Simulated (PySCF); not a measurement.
Butane, C₄H₁₀.
InChI=1S/C4H10/c1-3-4-2/h3-4H2,1-2H3

Torsions of this conformer, `[CH3:1][CH2:2][CH2:3][CH3:4]`: C1–C2–C3–C4 180°.

The closed-shell ground state was solved at several levels (PySCF, density fitting, gas phase, non-relativistic). Isolated species at its GFN2-xTB geometry (one conformer only). The dipole stays under 0.02 D at every level.

```csv
level,basis functions,HOMO (eV),LUMO (eV),gap (eV)
PBE0/def2-SVPD,160,-9.01,0.88,9.89
CAM-B3LYP/def2-SVPD,160,-10.44,1.51,11.95
PBE0/pcSseg-1,118,-9.03,1.62,10.65
```

(1) What might B3LYP/pcJ-1 (208 basis functions) give for the same quantities?

(2) Over all these levels, which gives the widest orbital gap and which the narrowest?

Answers

(1) HOMO -8.81 eV, LUMO 1.33 eV, gap 10.14 eV.

(2) CAM-B3LYP/def2-SVPD (range-separated hybrid) has the widest, 11.95 eV, and PBE0/def2-SVPD (global hybrid, 25 % exact exchange) the narrowest, 9.89 eV. The two share the basis. From the narrowest to the widest the HOMO moves by -1.43 eV and the LUMO by +0.63 eV.
